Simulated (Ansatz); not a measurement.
# SiCF (doublet): the correlation ladder, cc-pVDZ

One table from this session's results is given with a row withheld; the runs are named, their logs left out.

Program: Ansatz 0.2.0, Gaussian basis. Level of theory: cc-pVDZ, core rule «outside noble gas», up to 7 orbitals frozen. These are calculated values, not measurements.

To be run: UHF; CCSD(T) on ROHF; CCSD(T) on UHF; BCCD(T) on ROHF; CISD; CCSDT(Q) on ROHF; CCSDT(Q) on UHF.

28 further runs of the same task are left out: 8 for a known fault of the program, 11 that didn't finish, 9 set aside as unsound or not needed.

### The system

The geometry is a PBE0/def2-TZVP stationary point (not a proven minimum).

3 atoms, charge 0, spin multiplicity 2.

Atoms are counted from 1 here; the program's logs count them from 0.

Bond lengths: C1–Si2 1.730 Å, Si2–F3 1.588 Å. Angles: C1–Si2–F3 180.0°.

Set-up of the first run:

Input file in.yaml:

```yaml
crystal:
  periodic: [false, false, false]
  atoms:
    - {symbol: C, position_ang: [0.000000, 0.000000, 1.682800]}
    - {symbol: Si, position_ang: [0.000000, 0.000000, -0.047400]}
    - {symbol: F, position_ang: [0.000000, 0.000000, -1.635400]}
basis:
  gaussian: {orbitals: cc-pVDZ}
magnetization: {spin_polarized: true, initial_magnetization: 1}
hamiltonian: {xc: hf}
output: {orbitals: {seedname: orbitals}}
```

Command:

```console
ansatz run in.yaml --threads 1 --pin off --events-out ev --progress --plain --max-ram 2393MiB
```

Steps of the session up to this table: UHF; CCSD(T) on ROHF; CCSD(T) on UHF; BCCD(T) on ROHF; CISD; CCSDT(Q) on ROHF; CCSDT(Q) on UHF.

One table of the session follows, with a row left open; its other results are not shown here.

| method | from RCCSDT(Q) (meV) |
| --- | --- |
| ROHF | +11895.3 |
| RMP2 | +1047.9 |
| UMP2 | +2051.7 |
| CISD | +1905.1 |
| RCCSD | +607.6 |
| UCCSD | +674.6 |
| RCCSD(T) | ? |
| UCCSD(T) | +191.1 |
| BCCD(T) | +100.1 |
| RCCSDT | +67.7 |
| UCCSDT | +79.7 |
| RCCSDT(Q) | 0 |
| UCCSDT(Q) | -5.7 |

Estimate the missing values for RCCSD(T).

As computed: from RCCSDT(Q) (meV): +100.2. In the column «from RCCSDT(Q) (meV)» it lies between BCCD(T) (+100.1) and UCCSD(T) (+191.1).

Left out of the table: UHF (another determinant or state than the rows shown).

Limits of these values: The determinant is far from a pure spin state, so its energy mixes those of several spin states (harmless only where they are near-degenerate, as at dissociation). Warnings: spin contamination; coupled cluster took another determinant than the lowest. Restricted and unrestricted rows rest on different reference determinants; where their highest levels disagree by more than a few hundredths of an eV, they describe different states and don't form one ladder.
